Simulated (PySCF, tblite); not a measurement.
Propionitrile, C₃H₅N.
InChI=1S/C3H5N/c1-2-3-4/h2H2,1H3

The calculation used PBE0/pcSseg-1 in PySCF (dipole) on a GFN2-xTB geometry, gas phase.

Take the most abundant isotopes and a rigid rotor. 

(1) Give the principal moments of inertia and the rotational constants in GHz.

(2) What kind of rotor is it?

(3) What does the inertial defect say?

(4) List the rotational levels J(Ka,Kc) to J = 3 (MHz).

(5) Which types of transition are allowed, and where do some lines up to J = 2 fall?

(6) Estimate the classical rotational partition function at 10 K, 100 K and 298.15 K.

Results:

(1) Ia = 18.27, Ib = 103.98, Ic = 115.94 u·Å²; 505379 MHz·u·Å²/I gives 27658, 4860 and 4359 MHz, that is A = 27.658, B = 4.8602, C = 4.3588 GHz.

(2) A near-prolate asymmetric top; Ray's κ = -0.957.

(3) Not planar: Δ = Ic − Ia − Ib = -6.31 u·Å². For a rigid frame Δ = −2 Σ m c², so Σ m c² = 3.16 u·Å² lies off the ab plane, practically all of it from hydrogen. The atom farthest from that plane is 0.89 Å away.

(4) Above 0(0,0):
J = 1: 1(0,1) 9219, 1(1,1) 32017, 1(1,0) 32518
J = 2: 2(0,2) 27649, 2(1,2) 49954, 2(1,1) 51458, 2(2,1) 119851, 2(2,0) 119860
J = 3: 3(0,3) 55273, 3(1,3) 76854, 3(1,2) 79862, 3(2,2) 147508, 3(2,1) 147549, 3(3,1) 262756, 3(3,0) 262756

(5) The dipole components are |μa| = 3.82 D, |μb| = 1.26 D, |μc| = 0.00 D; the mirror of this Cs structure is the ab plane, so μc vanishes by symmetry and there are no c-type lines. The squared components, which scale the intensities, stand as 1.00 : 0.11 (a : b). Some lines, for components of 0.1 D or more:

```csv
type,branch,"J(Ka,Kc)",MHz,lower level (cm⁻¹)
a,Q,"1(1,0) ← 1(1,1)",501,1.068
a,Q,"2(1,1) ← 2(1,2)",1504,1.666
a,R,"1(0,1) ← 0(0,0)",9219,0.000
a,R,"2(1,2) ← 1(1,1)",17937,1.068
a,R,"2(0,2) ← 1(0,1)",18430,0.308
a,R,"2(1,1) ← 1(1,0)",18939,1.085
b,Q,"1(1,0) ← 1(0,1)",23299,0.308
b,Q,"2(1,1) ← 2(0,2)",23809,0.922
b,R,"1(1,1) ← 0(0,0)",32017,0.000
b,R,"2(1,2) ← 1(0,1)",40735,0.308
b,Q,"2(2,0) ← 2(1,1)",68402,1.716
b,Q,"2(2,1) ← 2(1,2)",69898,1.666
b,R,"2(2,1) ← 1(1,0)",87333,1.085
b,R,"2(2,0) ← 1(1,1)",87843,1.068
```

(6) Point group Cs, symmetry number σ = 1; q = (√π/σ)·√((kT/h)³/(ABC)), k/h = 20836.6 MHz/K: 220 at 10 K, 6960 at 100 K, 35900 at 298.15 K.

Its GFN2-xTB frequencies are all real (lowest 193 cm⁻¹). These are rigid-rotor constants of the computed structure; measured ground-state constants (B0) also hold zero-point vibration. A rigid rotor knows nothing of internal rotation, which can split or shift real lines. Quadrupole hyperfine structure (14N) is left out.
